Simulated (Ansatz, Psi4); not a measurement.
## Worked example: the enthalpy of formation of CH2N (SMILES C=[N])

CH2N: 4 atoms, total charge 0, spin state doublet. As SMILES, `C=[N]`. Geometry: relaxed at PBE0-D4/def2-TZVP.

```xyz
4

C    -0.0136   -0.0110   -0.0145
N     0.7273    0.5884    0.7738
H    -0.8710    0.4878   -0.4868
H     0.1572   -1.0652   -0.2725
```

Total energies at UHF/def2-TZVPP (Psi4 1.11); the atoms run unrestricted:

```tsv
species	state	energy (Eh)
CH2N	doublet	-93.469432
C	triplet	-37.692479
N	quartet	-54.402747
H	doublet	-0.499810
```

Harmonic wavenumbers at UPBE0-D4/def2-TZVP, in cm⁻¹: 929, 998, 1372, 1746, 2990, 3052.

Measured heats of formation of the gaseous atoms at 298.15 K, in kJ/mol: C 716.9, N 472.4, H 218.0. Take 1 Eh = 2625.50 kJ/mol, 1 cm⁻¹ = 0.0119627 kJ/mol, RT = 2.479 kJ/mol.

Task: Work out the heat of formation of the gas at 298 K.

Result: 
1. Electronic atomisation energy: (-37.692479) + (-54.402747) + 2 × (-0.499810) − (-93.469432) = 0.374586 Eh = 983.5 kJ/mol.
2. Zero-point energy: half the sum of the wavenumbers, 5543.5 cm⁻¹ = 66.3 kJ/mol.
3. Thermal vibrational enthalpy, Σ hcν̃/(exp(hcν̃/kT) − 1): 0.3 kJ/mol. Translation, rotation and pV of a non-linear molecule: 4 RT = 9.9 kJ/mol.
4. The 4 free atoms carry 5/2 RT each: 24.8 kJ/mol.
5. Atomisation enthalpy at 298 K: 983.5 − 66.3 − 0.3 − 9.9 + 24.8 = 931.8 kJ/mol.
6. Sum of the atoms' heats of formation: 1625.3 kJ/mol. Heat of formation: 1625.3 − 931.8 = +693.5 kJ/mol.

The tabulated value is +238.6 kJ/mol (Active Thermochemical Tables), so this level is off by +454.9 kJ/mol, or 32.8 % of the atomisation enthalpy. Hartree–Fock leaves out correlation, which is larger in the molecule than in the atoms, so it underbinds and puts the heat of formation too high. Anharmonicity and any spin-orbit splitting of the molecule are left out.
